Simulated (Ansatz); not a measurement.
`OCF` + `[CH3]`• → `[O]CF`• + CH₄  (hydrogen abstraction from the O–H bond)

Gas-phase electronic energies from Ansatz, PBE0-D4/def2-TZVP geometries. CBS: MP2 limit from def2 TZ/QZ plus the TZ coupled-cluster correction, frozen cores. This one scheme is used for every species. DFT in def2-TZVPP. No spin–orbit coupling; open shells (•) take unrestricted orbitals. One conformer a species, not always the lowest.

| level | ΔE (kJ/mol) |
| --- | --- |
| B2PLYP | -7.1 |
| PBE-QIDH | -1.9 |
| PBE | -27.4 |
| BLYP | -29.0 |
| r2SCAN0 | -11.8 |
| LC-ωPBE | -6.8 |
| HF/def2-SVP | -27.0 |
| MP2/CBS(def2) | 28.8 |

What does CCSD(T)/CBS give? (Best estimate.)

The calculation gave: +4.3 kJ/mol. The listed levels differ from it by -11.4, -6.2, -31.7, -33.3, -16.1, -11.1, -31.3, 24.5 kJ/mol.

Largest T1 diagnostic among the species: 0.021.

From BLYP to BHLYP (50 % exact exchange), in def2-TZVPP and without D4, ΔE moves by +12.7 kJ/mol. Leaving LDA and LC-ωPBE aside and taking each functional with its dispersion term where it has one, the values, not all of them listed here, spread over 26.7 kJ/mol, from BLYP-D4 to PBE-QIDH. At CCSD(T), def2-SVP lies −17.1 kJ/mol from the extrapolated value and def2-TZVPP −5.2 kJ/mol.
